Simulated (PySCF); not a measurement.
Isomers of C3H6S, one conformer each. Computed with core-valence-separated Tamm–Dancoff BHandHLYP/aug-pcX-1 (pcseg-1 on H, def2-SVPD on S) in PySCF, non-relativistic, gas phase, PBE0-D3(BJ)/def2-SVP geometry. No empirical shift is added; at this level the pattern usually sits a few eV under experiment.

P. `SC1CC1`
Q. `C[C@H]1CS1`

Main lines, eV (oscillator strength):
1. C K: 285.7 (0.041), 285.9 (0.023), 286.0 (0.049), 286.5 (0.040), 286.6 (0.016)
2. C K: 284.7 (0.049), 284.8 (0.065), 285.6 (0.011), 286.0 (0.016), 286.3 (0.028)
Listed: the first five lines at most of each edge with a tenth or more of its strongest line's intensity; roots within 0.03 eV on the same or equivalent atoms are summed. Only the lowest roots were sought, and the top ones are left out.

Task: Which spectrum belongs to which isomer?

Result: 1 = P, 2 = Q.
- P: first C line listed at 285.7 eV, hole on the sp3 carbon bound to sulfur.
- Q: first C line listed at 284.7 eV, hole on the sp3 carbon bound to sulfur.

Task: What are the ground-state energies of the isomers at BHandHLYP/aug-pcX-1 (pcseg-1 on H, def2-SVPD on S), relative to the lowest?

Result: P 47.3, Q 0.0 kJ/mol (electronic energies on these geometries, no dispersion or zero-point terms).
